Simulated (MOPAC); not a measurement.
MOPAC input (AM1):

```
AM1 PRECISE GNORM=0.05 LET XYZ CHARGE=-1 GEO-OK AUX(PRECISION=9) THREADS=1
C6H5

C     0.00665950 1    1.54479392 1    0.01509290 1
C     1.17493834 1    0.74565165 1    0.01275948 1
C     1.19231559 1   -0.65251117 1   -0.00079146 1
C    -0.00587912 1   -1.36377009 1   -0.01332427 1
C    -1.19789656 1   -0.64209902 1   -0.01185711 1
C    -1.16846543 1    0.75585990 1    0.00191054 1
H     2.15387681 1    1.23679856 1    0.02212182 1
H     2.13917154 1   -1.19434108 1   -0.00165057 1
H    -0.01056120 1   -2.44986618 1   -0.02393561 1
H    -2.14938844 1   -1.17565942 1   -0.02150474 1
H    -2.14313261 1    1.25551703 1    0.00222853 1
```

From the last part of the output:

```
                                                       MOPAC v23.2.5 Linux

          FINAL HEAT OF FORMATION =         57.30567 KCAL/MOL =     239.76692 KJ/MOL

          COSMO AREA              =        118.24 SQUARE ANGSTROMS
          COSMO VOLUME            =        106.98 CUBIC ANGSTROMS

          GRADIENT NORM           =          0.04914          =       0.01481 PER ATOM
          IONIZATION POTENTIAL    =          2.046498 EV
          HOMO LUMO ENERGIES (EV) =         -2.046  5.991
          NO. OF FILLED LEVELS    =         15
          MOLECULAR WEIGHT        =         77.1055         POINT GROUP:  C2v

          MOLECULAR DIMENSIONS (Angstroms)

            Atom       Atom       Distance
            H    11    H     8     4.97285
            H    10    H     7     4.31309
            C     5    C     2     0.00000

          SCF CALCULATIONS        =         33

   ATOM   CHEMICAL          X               Y               Z
  NUMBER   SYMBOL      (ANGSTROMS)     (ANGSTROMS)     (ANGSTROMS)

     1       C          0.00543553  *   1.48242218  *   0.01447905  *
     2       C          1.19370404  *   0.75055709  *   0.01289499  *
     3       C          1.20332834  *  -0.64488531  *  -0.00066566  *
     4       C         -0.00496494  *  -1.34605012  *  -0.01314723  *
     5       C         -1.20808937  *  -0.63592353  *  -0.01184452  *
     6       C         -1.18820937  *   0.75940908  *   0.00185290  *
     7       H          2.15432848  *   1.28619282  *   0.02260552  *
     8       H          2.14924401  *  -1.20573503  *  -0.00171460  *
     9       H         -0.00900838  *  -2.44319349  *  -0.02386330  *
    10       H         -2.15810753  *  -1.18970361  *  -0.02168241  *
    11       H         -2.14487459  *   1.30220029  *   0.00267555  *

                             CARTESIAN COORDINATES

   1    C        0.005435529     1.482422184     0.014479053
   2    C        1.193704042     0.750557087     0.012894986
   3    C        1.203328337    -0.644885311    -0.000665658
   4    C       -0.004964942    -1.346050116    -0.013147227
   5    C       -1.208089371    -0.635923528    -0.011844518
   6    C       -1.188209367     0.759409082     0.001852900
   7    H        2.154328483     1.286192820     0.022605524
   8    H        2.149244007    -1.205735028    -0.001714603
   9    H       -0.009008381    -2.443193488    -0.023863300
  10    H       -2.158107526    -1.189703614    -0.021682411
  11    H       -2.144874589     1.302200286     0.002675552

           Empirical Formula: C6 H5  =    11 atoms

      MOLECULAR POINT GROUP   :   C2v

                  EIGENVALUES
 -33.12674 -25.75933 -24.81838 -17.40631 -16.74424 -12.17633 -10.35895  -9.53082
  -8.80438  -7.81156  -7.78163  -6.19175  -4.29512  -3.58715  -2.04650   5.99103
   6.36996   8.81671   9.03173   9.04888   9.07864   9.82079   9.82234  10.56157
  10.67904  10.87934  11.15476  12.09661  12.39986

              NET ATOMIC CHARGES AND DIPOLE CONTRIBUTIONS

  ATOM NO.   TYPE          CHARGE      No. of ELECS.   s-Pop       p-Pop
    1          C          -0.413124        4.4131     1.50741     2.90571
    2          C          -0.171327        4.1713     1.22409     2.94724
    3          C          -0.168841        4.1688     1.22242     2.94642
    4          C          -0.234931        4.2349     1.20813     3.02680
    5          C          -0.168851        4.1689     1.22242     2.94643
    6          C          -0.171321        4.1713     1.22410     2.94722
    7          H           0.068159        0.9318     0.93184
    8          H           0.061931        0.9381     0.93807
    9          H           0.068211        0.9318     0.93179
   10          H           0.061934        0.9381     0.93807
   11          H           0.068160        0.9318     0.93184
 DIPOLE           X         Y         Z       TOTAL
 POINT-CHG.    -0.008    -2.160    -0.021     2.160
 HYBRID        -0.008    -2.217    -0.022     2.217
 SUM           -0.016    -4.377    -0.043     4.377

          ATOMIC ORBITAL ELECTRON POPULATIONS

     Atom    s        px        py        pz
    1  C   1.50741   0.82961   1.42918   0.64691
    2  C   1.22409   0.99807   0.88851   1.06066
    3  C   1.22242   0.93140   0.97324   1.04178
    4  C   1.20813   0.93640   0.94219   1.14822
    5  C   1.22242   0.93145   0.97319   1.04179
    6  C   1.22410   0.99820   0.88838   1.06064
    7  H   0.93184
    8  H   0.93807
    9  H   0.93179
   10  H   0.93807
   11  H   0.93184

 **********************
 *                    *
 * JOB ENDED NORMALLY *
 *                    *
 **********************

 == MOPAC DONE ==
```

The dipole moment of an ion depends on the origin.
